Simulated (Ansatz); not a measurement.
Molecule: tetrafluoromethane, CF$_{4}$ (charge 0, singlet). SMILES: FC(F)(F)F
Geometry: optimised at B3LYP-D3(BJ)/def2-TZVP (Ansatz, an electronic-structure program).

Quantity: atomisation energy, in kcal/mol. Conventions: non-relativistic; 6-311+G** with 5d; atomisation electronic, to ground-state atoms; LANL2DZ all-electron up to Ne; UHF or UKS for open shells; frozen cores in correlated levels; dispersion terms only where a functional's name holds one; six Cartesian d functions in 6-31G* and its kin unless marked 5d; no spin-orbit coupling. CBS(X,Y): correlation extrapolated as X^-3; Hartree-Fock from the larger set. [CCSD(T)-MP2]/basis is that difference in the basis named. Ab initio and DFT rows: single points at B3LYP-D3(BJ) geometries (Ansatz).

Coupled cluster (Ansatz) is a level with limits of its own, used here on species with T1 under 0.025 (0.045 for open shells) and stable references: RI-MP2/CBS(aug-cc-pVTZ,aug-cc-pVQZ)+[CCSD(T)-MP2]/aug-cc-pVTZ.

Value to compare with, RI-MP2/CBS(aug-cc-pVTZ,aug-cc-pVQZ)+[CCSD(T)-MP2]/aug-cc-pVTZ (Ansatz): 478.8 kcal/mol.

| level | program | atomisation energy (kcal/mol) | difference |
|---|---|---|---|
| B3LYP/STO-3G | Ansatz | 459.2 | -19.6 |
| B3LYP/3-21G | Ansatz | 456.8 | -22.0 |
| B3LYP/LANL2DZ | Ansatz | 386.5 | -92.3 |
| B3LYP/6-31G | Ansatz | 413.4 | -65.4 |
| B3LYP/6-31G* | Ansatz | 481.8 | 3.0 |
| B3LYP/6-31+G* | Ansatz | 459.6 | -19.2 |
| B3LYP/def2-SVP | Ansatz | 487.5 | 8.7 |
| B3LYP/cc-pVDZ | Ansatz | 469.3 | -9.5 |
| B3LYP/6-311+G** | Ansatz | 456.1 | -22.7 |
| B3LYP/def2-TZVPD | Ansatz | 467.5 | -11.3 |

Among the 9 habitual levels, B3LYP/LANL2DZ lies farthest from RI-MP2/CBS(aug-cc-pVTZ,aug-cc-pVQZ)+[CCSD(T)-MP2]/aug-cc-pVTZ (Ansatz) (-92.3 kcal/mol) and B3LYP/6-31G* nearest (3.0); 2 of 9 lie above it, and their mean absolute difference is 29.2 kcal/mol, the median 19.6. One case shows no general order.

The sets are all those run for this method; runs whose electronic state is in doubt are left out.
